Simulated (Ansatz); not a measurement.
## What each rung costs, and what it gives

Saddle point of SiNH$_{6}$, doublet (SiNH₅ ([NH2][SiH3]) + H → SiNH₄ ([NH][SiH3]) + H₂; bonds formed: H1–H4; bonds broken: H1–N2), PBE0-D4/def2-TZVP structure:

H1  (0.211, -1.242, 1.002)
N2  (0.847, -0.121, 0.499)
Si3  (-0.187, 0.523, -0.765)
H4  (-0.382, -1.746, 1.372)
H5  (0.856, 0.451, 1.345)
H6  (-1.508, 1.041, -0.310)
H7  (0.569, 1.646, -1.382)
H8  (-0.406, -0.553, -1.761)
(Å)

Barriers are electronic and count from the start structure reached by relaxing down the imaginary mode. Spin–orbit coupling is left out.

Ansatz 0.2.0; basis: as named in each row; cores frozen in the correlated methods; orbitals are unrestricted. B3LYP uses VWN-RPA correlation. Extrapolation: Hartree–Fock as exp(−7.88 √X), correlation as X^−2.97.

Times are rough, for one single point on 2 threads of a shared host (Arm Neoverse V1).

The estimate by CCSD(T) at an estimated basis limit (MP2 extrapolated from triple and quadruple zeta, plus CCSD(T) − MP2 in triple zeta) is 0.771 eV.

```csv
method,basis,time (s),barrier (eV),method less estimate
SPW92,def2-TZVPP,1,0.361,-0.410
PBE-D4,def2-TZVPP,2,0.436,-0.335
BLYP-D4,def2-TZVPP,2,0.302,-0.469
B3LYP-D4,def2-TZVPP,3,0.458,-0.313
PBE0-D4,def2-TZVPP,3,0.616,-0.155
BHLYP-D4,def2-TZVPP,3,0.633,-0.138
CAM-B3LYP-D4,def2-TZVPP,3,0.590,-0.181
RPA on PBE,def2-TZVPP,3,0.638,-0.133
PBE-QIDH,def2-TZVPP,4,0.838,0.067
r2SCAN-D4,def2-TZVPP,4,0.419,-0.352
B2PLYP,def2-TZVPP,4,0.652,-0.119
r2SCAN0-D4,def2-TZVPP,5,0.547,-0.224
B97M-V,def2-TZVPP,8,0.528,-0.243
wB97X-V,def2-TZVPP,8,0.700,-0.071
wB97M-V,def2-TZVPP,9,0.703,-0.068
MP2,def2-QZVPP,16,1.104,0.333
CCSD(T),def2-TZVPP,47,0.738,-0.033
```

All methods are single points on the PBE0-D4 structures.

T1 diagnostic: at most 0.020. ⟨S²⟩ of the unrestricted Hartree–Fock references: 0.75 to 0.79 (a pure state has 0.75).

Radical steps of this kind take place in plasma deposition and etching.

Labels in which every atom is bracketed show which atoms are joined, not bond orders.
